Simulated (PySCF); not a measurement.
# CS: bond curves at several levels of theory

An exercise on one series of results from a longer session: the logs are not shown, and one member is left open.

Computed with PySCF 2.14.0. Level: C def2-SVPD, S def2-SVPD, no relativity.

The first run:

The job is set up so:

| Item | Value |
| --- | --- |
| atoms | C, S |
| charge | 0 |
| basis | C def2-SVPD, S def2-SVPD |
| Hamiltonian | no relativity |
| basis functions | 47 |
| electrons treated | 22 |
| masses in u | 12.0000, 31.9721 |
| levels | PBE0, PBE, r²SCAN, B2PLYP, B3LYP, TPSSh, LC-ωPBE, HF, MP2, SCS-MP2, CCSD, CCSD(T) |
| grid | 80 radial by 434 angular points |
| occupations | held fixed by the projection of orbital angular momentum |
| dissociation limit | C + S, each in its ground configuration |
| starting distance in angstrom | 1.695 |
| values of 2S to try | 0, 2, 4 |

On the command line:

```
OMP_NUM_THREADS=1 python dia.py task.json out
```

Among the steps run: The job; PBE0 along the bond; Other states along the same grid; PBE; r²SCAN (meta-GGA); B2PLYP (double hybrid); B3LYP (global hybrid GGA); TPSSh (hybrid meta-GGA); LC-ωPBE (range-separated hybrid); RHF (mean field); Adding correlation.

One of the session's tables, all rows but one given; the rest of the session is left out.

It belongs to the step «The curves together». Energy (eV) from each level's lowest point:

| R (Å) | RHF | RHF-MP2 | RHF-SCS-MP2 | RHF-CCSD | RHF-CCSD(T) |
| --- | --- | --- | --- | --- | --- |
| 1.324 | 1.746 | 2.089 | 2.080 | n/a | n/a |
| 1.386 | 0.708 | 0.962 | 0.954 | 0.937 | 1.018 |
| 1.448 | 0.165 | 0.322 | 0.317 | 0.305 | 0.357 |
| 1.494 | 0.002 | 0.083 | 0.080 | 0.073 | 0.100 |
| 1.540 | 0.000 | 0.000 | 0.000 | 0.000 | 0.000 |
| 1.586 | 0.123 | 0.039 | 0.042 | 0.050 | 0.020 |
| 1.648 | ? | ? | ? | ? | ? |
| 1.725 | 0.983 | 0.638 | 0.652 | 0.684 | 0.550 |
| 1.817 | 1.786 | 1.274 | 1.293 | 1.334 | 1.116 |
| 1.940 | 2.959 | 2.279 | 2.300 | n/a | n/a |

**Question.** Estimate the row for R (Å) = 1.648.

Worked estimate for «RHF». A straight line through the neighbours (1.586, 0.123) and (1.725, 0.983) gives 0.123 + (0.983 − 0.123) × (1.648 − 1.586) / (1.725 − 1.586) = 0.507; a parabola fitted to 4 rows on both sides gives 0.450.

As computed: RHF: 0.433; RHF-MP2: 0.234; RHF-SCS-MP2: 0.242; RHF-CCSD: 0.260; RHF-CCSD(T): 0.187. In «RHF» the line misses by +0.074 and the parabola by +0.017.
